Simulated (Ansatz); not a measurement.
Geometry optimisation, UKS PBE0/def2-SVP (Ansatz).

Input:

```yaml
crystal:
  periodic: [false, false, false]
  atoms:
    - { symbol: Si, position_ang: [0.0, 0.0, 0.0] }
    - { symbol: H, position_ang: [0.0, 0.0, 1.71] }
    - { symbol: H, position_ang: [1.3768, 0.0, -0.4862] }
    - { symbol: H, position_ang: [-0.6877, 1.1914, -0.4862] }
    - { symbol: H, position_ang: [-0.6877, -1.1914, -0.4862] }
    - { symbol: O, position_ang: [0.0, 0.0, 3.02] }
    - { symbol: H, position_ang: [-0.5144, -0.8011, 3.3571] }
magnetization:
  spin_polarized: true
  initial_magnetization: 1
basis:
  gaussian: { orbitals: def2-SVP }
hamiltonian:
  xc: pbe0
relax:
  f_tol: 0.15
  max_steps: 25
  restrain:
    - { distance: [1, 5], at: 1.01, k: 30.0 }
    - { distance: [0, 1], at: 2.66, k: 30.0 }
```

Run as:

```bash
$ ansatz run input.yaml --threads 1 --pin off --max-ram 2048MiB --backend cpu --events-out ev --progress --plain --runs-dir out
```

Question: Where does it end, and by what steps?

Answer: The forces met the threshold. The restraints hold the end off the free minimum; the threshold counts their pulls, which the force column leaves out. Restrained pairs: H2–O6 (1.31 → 0.98 Å), Si1–H2 (1.71 → 2.66 Å). After 17 steps the energy has fallen by 1.161 eV (the restraints' own energy left out); H2 moved furthest, 1.00 Å.

```json
{"step": "0", "energy less start (eV)": "0.0000", "largest force component (eV/Å)": "1.501", "accepted": "yes"}
{"step": "1", "energy less start (eV)": "-0.4769", "largest force component (eV/Å)": "3.472", "accepted": "yes"}
{"step": "2", "energy less start (eV)": "-0.7103", "largest force component (eV/Å)": "4.063", "accepted": "yes"}
{"step": "3", "energy less start (eV)": "-0.8843", "largest force component (eV/Å)": "1.491", "accepted": "yes"}
{"step": "4", "energy less start (eV)": "-0.9996", "largest force component (eV/Å)": "1.570", "accepted": "yes"}
{"step": "5", "energy less start (eV)": "-1.0484", "largest force component (eV/Å)": "0.843", "accepted": "yes"}
{"step": "6", "energy less start (eV)": "-1.0659", "largest force component (eV/Å)": "0.266", "accepted": "yes"}
{"step": "7", "energy less start (eV)": "-1.0705", "largest force component (eV/Å)": "0.188", "accepted": "yes"}
{"step": "8", "energy less start (eV)": "-1.0868", "largest force component (eV/Å)": "0.774", "accepted": "yes"}
{"step": "9", "energy less start (eV)": "-1.1100", "largest force component (eV/Å)": "0.727", "accepted": "yes"}
{"step": "10", "energy less start (eV)": "-1.1232", "largest force component (eV/Å)": "0.561", "accepted": "yes"}
{"step": "11", "energy less start (eV)": "-1.0526", "largest force component (eV/Å)": "2.125", "accepted": "no"}
{"step": "12", "energy less start (eV)": "-1.1278", "largest force component (eV/Å)": "0.859", "accepted": "yes"}
{"step": "13", "energy less start (eV)": "-1.1443", "largest force component (eV/Å)": "0.856", "accepted": "yes"}
{"step": "14", "energy less start (eV)": "-1.1529", "largest force component (eV/Å)": "0.785", "accepted": "yes"}
{"step": "15", "energy less start (eV)": "-1.1220", "largest force component (eV/Å)": "1.734", "accepted": "no"}
{"step": "16", "energy less start (eV)": "-1.1539", "largest force component (eV/Å)": "0.984", "accepted": "yes"}
{"step": "17", "energy less start (eV)": "-1.1608", "largest force component (eV/Å)": "0.770", "accepted": "yes"}
```

```xyz
7
Properties=species:S:1:pos:R:3
Si -0.151 0.195 -0.057
H -0.006 0.473 2.589
H 1.337 0.104 -0.074
H -0.635 0.979 -1.241
H -0.790 -1.155 -0.067
O 0.281 -0.464 2.659
H -0.548 -0.933 2.821
```

Time of the run: 38 s on 1 thread of Arm Neoverse V1, with other jobs on the host, peak memory 0.12 GiB.
